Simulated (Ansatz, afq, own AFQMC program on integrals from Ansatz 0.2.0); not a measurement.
SiH₂O, singlet in cc-pVDZ along one coordinate

```yaml
atoms:
  - { symbol: Si, position_ang: [0.0000, -0.1186, 0.6062] }
  - { symbol: O, position_ang: [0.0000, 0.1621, -1.0273] }
  - { symbol: H, position_ang: [0.0000, 1.3666, 0.9807] }
  - { symbol: H, position_ang: [0.0000, -0.6354, -1.5633] }
```

The angle O2–Si1–H3 is changed with bond lengths fixed. Energies in kcal/mol count from this geometry (94.404 °) at the same level; the start stands on RHF, each point on the determinant named.

Basis cc-pVDZ. Noble-gas cores (and the filled d shells of Ga–Kr and In–Xe) are frozen. Ansatz 0.2.0 and our own AFQMC program on the same integrals; the CISD trial comes from CCSD amplitudes, and released means the phaseless constraint is let go. ± is one standard error of the sampling.

Cautions, each for one point or more: higher spins were not checked; raised T1 diagnostic; restricted determinant unstable towards unrestricted.

```csv
angle O2–Si1–H3 / °,det.,T1,weight,r2SCAN,MP2,CCSD(T)
70.200,RHF,0.019,0.87,15.8,17.0,16.8
86.500,RHF,0.018,0.88,1.4,1.7,1.7
105.100,RHF,0.018,0.88,2.4,2.2,2.2
120.900,RHF,0.018,0.88,13.6,13.5,13.2
138.100,RHF,0.018,0.87,32.4§,34.8,33.9
157.400,RHF,0.021,0.86,57.9§,68.0,65.6
```

Task: Estimate the curve of CCSDT(Q), counted from the same start.

Result: 
```json
{"angle O2–Si1–H3 / °": "70.200", "det.": "RHF", "T1": "0.019", "weight": "0.87", "CCSDT(Q)": "16.7", "ph-AFQMC/CISD": "16.6 ± 0.6", "released AFQMC": "15.8 ± 0.8*"}
{"angle O2–Si1–H3 / °": "86.500", "det.": "RHF", "T1": "0.018", "weight": "0.88", "CCSDT(Q)": "1.7", "ph-AFQMC/CISD": "1.6 ± 0.5", "released AFQMC": "1.8 ± 0.7*"}
{"angle O2–Si1–H3 / °": "105.100", "det.": "RHF", "T1": "0.018", "weight": "0.88", "CCSDT(Q)": "2.2", "ph-AFQMC/CISD": "1.1 ± 0.8", "released AFQMC": "1.6 ± 0.6*"}
{"angle O2–Si1–H3 / °": "120.900", "det.": "RHF", "T1": "0.018", "weight": "0.88", "CCSDT(Q)": "13.2", "ph-AFQMC/CISD": "12.9 ± 0.6", "released AFQMC": "11.7 ± 0.8*"}
{"angle O2–Si1–H3 / °": "138.100", "det.": "RHF", "T1": "0.018", "weight": "0.87", "CCSDT(Q)": "33.7", "ph-AFQMC/CISD": "33.5 ± 0.6", "released AFQMC": "31.9 ± 1.0*"}
{"angle O2–Si1–H3 / °": "157.400", "det.": "RHF", "T1": "0.021", "weight": "0.86", "CCSDT(Q)": "65.2", "ph-AFQMC/CISD": "65.8 ± 0.6", "released AFQMC": "64.2 ± 0.8*"}
```

Weight is that of the determinant in the CISD state; at the start T1 is 0.018 and the weight 0.88. An asterisk marks released energies that aren't shown to be converged. § marks a functional whose ⟨S²⟩ is too high by over 0.1. Largest departures from CCSDT(Q), at the points where its series has closed: CCSD(T) 0.4 kcal/mol at 157.400 (on RHF), ph-AFQMC/CISD -1.0 kcal/mol at 105.100 (on RHF) (within the noise), r2SCAN -0.9 kcal/mol at 70.200, MP2 2.9 kcal/mol at 157.400 (on RHF). Functionals count only at points shown to share the start's state and spin. In this small basis the wave-function levels are far from their limit, so their gap to the functionals isn't the functionals' error.

A walk keeps the symmetry of its determinant, which the program's search chose and which needn't be the lowest solution, so a lower state of the same spin and another symmetry isn't excluded.
